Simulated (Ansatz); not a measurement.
# Al2H2 (quintet): the correlation ladder, cc-pVDZ

An exercise on one series of results from a longer session: the logs are not shown, and one member is left open.

The runs use Ansatz 0.2.0, Gaussian basis; cc-pVDZ, core rule «outside noble gas», up to 10 orbitals frozen.

To be run: UHF; CCSD(T) on ROHF; CCSD(T) on UHF; BCCD(T) on ROHF; CISD; CCSDT(Q) on ROHF; CCSDT(Q) on UHF; CASSCF and MRCISD+Q, 8 electrons in 10 orbitals; CASSCF and NEVPT2, 8 electrons in 10 orbitals.

22 further runs of the same task are left out: 7 that didn't finish, 15 set aside as unsound or not needed.

### The system

The geometry is a PBE0/def2-TZVP stationary point (not a proven minimum) of the parent state, kept for this charge and spin.

4 atoms, charge 0, spin multiplicity 5.

Atoms are counted from 1 here; the program's logs count them from 0.

Bond lengths: Al1–Al2 2.300 Å, Al1–H3 1.575 Å, Al2–H4 1.575 Å. Angles: Al2–Al1–H3 180.0°, Al1–Al2–H4 180.0°.

Set-up of the first run:

Input file in.yaml:

```yaml
crystal:
  periodic: [false, false, false]
  atoms:
    - {symbol: Al, position_ang: [0.000000, 0.000000, 1.150006]}
    - {symbol: Al, position_ang: [0.000000, 0.000000, -1.150006]}
    - {symbol: H, position_ang: [0.000000, 0.000000, 2.724549]}
    - {symbol: H, position_ang: [0.000000, 0.000000, -2.724549]}
basis:
  gaussian: {orbitals: cc-pVDZ}
magnetization: {spin_polarized: true, initial_magnetization: 4}
hamiltonian: {xc: hf}
output: {orbitals: {seedname: orbitals}}
```

Launch:

```sh
> ansatz run in.yaml --threads 1 --pin off --events-out ev --progress --plain --max-ram 2393MiB
```

Among the steps run: UHF; CCSD(T) on ROHF; CCSD(T) on UHF; BCCD(T) on ROHF; CISD; CCSDT(Q) on ROHF; CCSDT(Q) on UHF; CASSCF and MRCISD+Q, 8 electrons in 10 orbitals; CASSCF and NEVPT2, 8 electrons in 10 orbitals.

One table of the session follows, with a row left open; its other results are not shown here.

| method | from RCCSDT(Q) (kJ/mol) |
| --- | --- |
| ROHF | +351.6 |
| UHF | +338.4 |
| RMP2 | +114.5 |
| UMP2 | +110.8 |
| CISD | +35.6 |
| RCCSD | +20.4 |
| UCCSD | +19.6 |
| RCCSD(T) | +6.6 |
| UCCSD(T) | +6.6 |
| BCCD(T) | +6.6 |
| RCCSDT | +0.8 |
| UCCSDT | +0.8 |
| RCCSDT(Q) | 0 |
| UCCSDT(Q) | -0.1 |
| CASSCF valence | ? |
| NEVPT2 valence | +63.8 |
| MRCISD valence | +14.5 |
| MRCISD+Q valence | +1.7 |

Estimate the missing values for CASSCF valence.

**Answer.** from RCCSDT(Q) (kJ/mol): +211.4. In the column «from RCCSDT(Q) (kJ/mol)» it lies between RMP2 (+114.5) and UHF (+338.4).

Caveats from the session: Restricted and unrestricted rows rest on different reference determinants; where their highest levels disagree by more than a few hundredths of an eV, they describe different states and don't form one ladder.
